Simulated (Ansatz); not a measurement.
Ansatz (a first-principles code) input (RPA@PBE/cc-pVTZ):

Ansatz 0.2 input:
```yaml
crystal:
  periodic: [false, false, false]
  atoms:
    - {symbol: O, position_ang: [-0.01575076, 0.07347674, 1.18707993]}
    - {symbol: C, position_ang: [-0.00126433, 1.11753845, 0.36818709]}
    - {symbol: C, position_ang: [-0.00843004, -1.04295283, 0.36965169]}
    - {symbol: C, position_ang: [0.01530910, 0.78915281, -0.94253072]}
    - {symbol: C, position_ang: [0.01032913, -0.65389182, -0.92716625]}
    - {symbol: H, position_ang: [-0.01836279, -1.99159424, 0.87398983]}
    - {symbol: H, position_ang: [0.02892908, 1.44704524, -1.79191591]}
    - {symbol: H, position_ang: [0.01977666, -1.30234448, -1.78756417]}
basis:
  gaussian:
    orbitals: cc-pVTZ
hamiltonian:
  xc: pbe
magnetization: {spin_polarized: true, initial_magnetization: 1}
correlation: {method: rpa, electrons: outside_noble_gas}
```

Output:

```
Functional definition: PBE
integrals: 0.34 GiB planned
1128 factors; integrals over basis functions are off by at most 1.2e-3 eV
mean field: 0.94 GiB planned
mean field evaluation 1: about -6225.4204 eV, gradient 4.6e1 eV
mean field evaluation 2: about -6225.4056 eV, gradient 4.6e1 eV
mean field evaluation 4: about -6231.3556 eV, gradient 2.7e1 eV
mean field evaluation 8: about -6235.0218 eV, gradient 6.3e-1 eV
mean field evaluation 16: about -6235.0222 eV, gradient 2.3e-3 eV
mean field evaluation 32: about -6233.6119 eV, gradient 7.1e-4 eV
mean field -6235.02218210 eV, -229.1328389424 hartree, gradient 6.8e-6 eV, S^2 0.758232; 4 other end points of the search recorded, 0 dependent functions left out
5 core orbitals not correlated
reference -6204.08306248 eV, -227.9958472675 hartree; 13, 12 occupied and 174, 175 virtual orbitals, 1128 factors
Total energy: -6239.66688118 eV, -229.3035284853 hartree
```

It need not be the lowest isomer of its formula.
